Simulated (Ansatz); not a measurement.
# CH₃⁺, triplet in cc-pVDZ: errors against full CI

Geometry: that of the CH3, doublet, kept fixed. The singlet lies 5.2 eV lower here.

```xyz
4

C     0.0000    0.0000    0.0000
H     1.0799    0.0140   -0.0003
H    -0.5521    0.9282   -0.0027
H    -0.5278   -0.9423    0.0031
```

Basis cc-pVDZ; Ansatz 0.2.0. Correlated methods freeze the noble-gas cores, which leaves 6 electrons in 28 orbitals. Prefix R: restricted or restricted open-shell reference; prefix U: unrestricted. Active spaces: valence = (6e, 7o) chosen from the atoms' valence shells.

Full CI is exact within this basis and frozen core; it isn't the basis-set limit. The frozen core follows each run's orbitals, which can shift R against U totals by a few meV.

The UHF ⟨S²⟩ is 2.009 and the ⟨S²⟩ of the determinant under UCCSD is 2.015. The T1 diagnostic (RCCSD) is 0.0173 and the largest doubles amplitude (RCCSD) is 0.046.

```
                   level  E − E(full CI) (meV)  share of correlation (%)  wall time
  CASSCF (valence space)                  2080                     41.28          –
  NEVPT2 (valence space)                   437                     87.66     0.61 s
  MRCISD (valence space)                    69                     98.05          –
MRCISD+Q (valence space)                     9                     99.74      1.3 s
```

The correlation energy at full CI, counted from the determinant under the R cluster runs, is -3.542 eV. That run took 26 s on 1 thread of AMD EPYC 7R13, shared host over 2,665,380 determinants.

Run but not shown, since their state, orbitals or frozen core can't be matched to the reference's or they repeat it: RHF, UHF, RMP2, UMP2, CISD, RCCSD, UCCSD, RCCSD(T), UCCSD(T), BCCD(T), RCCSDT, UCCSDT, CISDTQ, RCCSDT(Q), UCCSDT(Q), RCCSDTQ, UCCSDTQ.

Times hold each run's SCF and search for its determinant on a shared host, so for small cases they say little of a method's own cost; they ran on 1 thread of AMD EPYC 7R13.

The full-CI state has the irrep A2 of C2v, in the program's axes (one component, if the state is degenerate).

Natural occupations of full CI about the gap: 1.962 1.954 0.998 0.990 0.022 0.020 0.013 0.008 0.006 0.006; effectively unpaired electrons, Σ n²(2−n)², 2.02.
